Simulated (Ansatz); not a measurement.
# Chalcopyrite ZnGeP2

Level of theory: PBE+SOC (Ansatz, a quantum-chemistry and plane-wave program, PAW).

Numerical settings: plane-wave cutoff 520 eV, 10×10×10 k mesh, Fermi–Dirac smearing 0.01 eV, PAW data made under PBE.

Cell (measured lattice):

```
CELL_PARAMETERS angstrom
     -2.73000     2.73000     5.35500
      2.73000    -2.73000     5.35500
      2.73000     2.73000    -5.35500
ATOMIC_POSITIONS crystal
  Zn 0.00000 0.00000 0.00000
  Zn 0.75000 0.25000 0.50000
  Ge 0.50000 0.50000 0.00000
  Ge 0.25000 0.75000 0.50000
  P  0.87500 0.87283 0.49783
  P  0.12717 0.62500 0.00217
  P  0.37500 0.37717 0.50217
  P  0.62283 0.12500 0.99783
```

```yaml
band_gap: 1.17 eV (indirect)
smallest_direct_gap_on_the_k_points_sampled: 1.33 eV
```

Measured, for comparison: band gap 2.05 eV (temperature not stated, not corrected to a static lattice, pseudodirect, our sources range from 1.80 to 2.20; as tabulated in Rashkeev et al. (1999), arXiv:cond-mat/9809378). Computed (rounded) less measured: band gap not scored (sources differ).

Note: cell and atoms aren't relaxed at this level (pressure 2.1 GPa).

The computed numbers hold no vibrational or temperature effects.
